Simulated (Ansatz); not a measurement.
A run of Ansatz (development build ahead of 0.2.0) on doublet SO2(+) at this shape:

| atom | x (Å) | y (Å) | z (Å) |
| --- | --- | --- | --- |
| S | -0.1625 | 0.0495 | 0.3019 |
| O | 0.9280 | -0.8359 | 0.1419 |
| O | -0.5905 | 0.8014 | -0.8163 |

Its results:

```yaml
Converged: yes
Total_energy: -546.50194 hartree
Spin_squared_of_the_determinant: 0.976
Stability_test: minimum
```

Forces (eV/Å):
```tsv
atom	Fx	Fy	Fz
S1	2.146	-3.895	5.972
O2	-0.390	0.455	-0.349
O3	-1.756	3.440	-5.623
```

(1) Which input gives this output? Name the method, the orbitals and the basis set, and write the input.

Answers

(1) UHF in def2-SVP.

```yaml
crystal:
  periodic: [false, false, false]
  atoms:
    - { symbol: S, position_ang: [-0.16251, 0.04951, 0.30195] }
    - { symbol: O, position_ang: [0.92802, -0.83592, 0.14194] }
    - { symbol: O, position_ang: [-0.5905, 0.80138, -0.81631] }
basis:
  gaussian: { orbitals: def2-SVP }
total_charge: 1
magnetization:
  spin_polarized: true
  initial_magnetization: 1
hamiltonian:
  xc: hf
output:
  forces: true
```

Caution: the unrestricted determinant is spin contaminated; the determinant breaks the point group.
